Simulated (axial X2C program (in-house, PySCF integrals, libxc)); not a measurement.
Outer orbitals of PS⁻ at 2.009 Å, LDA

Calculated with an axial X2C code built on PySCF integrals. Spin-free means the one-electron spin-free X2C Hamiltonian; two-component (2c) means X2C with spin–orbit coupling and atomic mean-field two-electron Coulomb and Gaunt terms, so the difference of the two also holds small scalar two-electron terms. Basis: S dyall-av3z [9s8p3d2f], P dyall-av3z [9s8p3d2f] (cores contracted in-house); Gaussian nuclei, density fitting, unrestricted open shells. Masses: S 31.972 u, P 30.974 u.

The distance is close to the 2c PBE0 minimum; the highest filled and lowest empty levels are listed.

Spin-free orbitals, state M_S = 1, Λ = 0 (beyond evenly filled blocks: π+α, π-α) (Löwdin shares):

| symmetry | occupied | ε (eV) | atomic character |
| --- | --- | --- | --- |
| σα | yes | -12.46 | 54% S s, 21% P s, 11% P p |
| σβ | yes | -12.03 | 54% S s, 19% P s, 12% P p |
| σα | yes | -7.33 | 44% P s, 22% S p, 19% S s |
| σβ | yes | -6.45 | 43% P s, 25% S p, 18% S s |
| σα | yes | -2.40 | 42% S p, 39% P p, 10% P s |
| π-α | yes | -1.89 | 57% S p, 34% P p, 4% P d |
| π+α | yes | -1.89 | 57% S p, 34% P p, 4% P d |
| σβ | yes | -1.88 | 39% S p, 38% P p, 14% P s |
| π-β | yes | -1.30 | 62% S p, 28% P p, 5% P d |
| π+β | yes | -1.30 | 62% S p, 28% P p, 5% P d |
| π-α | yes | 1.18 | 48% P p, 25% S p, 11% S d |
| π+α | yes | 1.18 | 48% P p, 25% S p, 11% S d |
| π-β | no | 2.10 | 53% P p, 20% S p, 13% S d |
| π+β | no | 2.10 | 53% P p, 20% S p, 13% S d |
| σα | no | 3.09 | 62% P p, 25% S p, 5% P d |
| σβ | no | 3.19 | 59% P p, 26% S p, 7% P s |

The highest filled level is positive, so this functional does not bind it, and the empty levels of an anion are set by the basis.

Spinors with spin–orbit coupling (state Ω = 1):

```csv
ω,occupied,ε (eV),atomic character,λ mixture
1/2,yes,-12.46,"54% S s, 21% P s, 11% P p",100% σ
-1/2,yes,-12.03,"54% S s, 19% P s, 12% P p",100% σ
1/2,yes,-7.33,"44% P s, 22% S p, 19% S s",100% σ
-1/2,yes,-6.46,"43% P s, 25% S p, 18% S s",100% σ
1/2,yes,-2.40,"42% S p, 39% P p, 10% P s",100% σ
-1/2,yes,-1.91,"56% S p, 34% P p, 4% P d","93% π, 7% σ"
-1/2,yes,-1.87,"40% S p, 38% P p, 12% P s","93% σ, 7% π"
3/2,yes,-1.87,"57% S p, 34% P p, 4% P d",100% π
1/2,yes,-1.32,"62% S p, 28% P p, 5% P d",100% π
-3/2,yes,-1.28,"62% S p, 28% P p, 5% P d",100% π
-1/2,yes,1.16,"48% P p, 25% S p, 11% S d",100% π
3/2,yes,1.19,"48% P p, 25% S p, 11% S d",100% π
1/2,no,2.08,"53% P p, 20% S p, 13% S d",100% π
-3/2,no,2.12,"53% P p, 20% S p, 13% S d",100% π
1/2,no,3.12,"65% P p, 24% S p, 5% P d",100% σ
-1/2,no,3.22,"62% P p, 26% S p, 5% P s",100% σ
```

The highest filled level is positive, so this functional does not bind it, and the empty levels of an anion are set by the basis.

Task: How does the gap between the highest filled and lowest empty level change from the spin-free to the 2c table?

Result: From 0.92 to 0.89 eV at LDA, a change of -0.03 eV.

Mulliken charges and populations of the two-component result (they depend on the basis, above all on diffuse functions):

S -0.47 e (s 5.89 p 10.46 d 0.11 f 0.01), P -0.53 e (s 5.95 p 9.41 d 0.16 f 0.02). ⟨Lz⟩ = 0.00 ħ and ⟨Sz⟩ = 1.00 ħ (0.26 and 0.74 on the two atoms), which add up to Ω.

One determinant describes the state; a PBE0 search over occupations chose it and may have missed a lower one. Density functionals use the spin component along the axis (collinear). Other states lie close and PBE0, whose exact exchange favours high spin, may order them wrongly; the determinant shown need not be the ground state. The nearest other spin-free determinant of the search, M_S = 0, Λ = 2, lies 0.65 eV up at the distance of the search. With several unpaired electrons one determinant need not be a pure state. Open-shell Ω = 0 determinants with evenly filled partner blocks cannot be reached by this program, so the Ω shown need not be the lowest component. This is the Ω = 1 component of a π² triplet; the 0⁺ component is not one determinant and can lie lowest. The highest occupied level of some functionals is positive through self-interaction error; at Hartree–Fock it is bound.
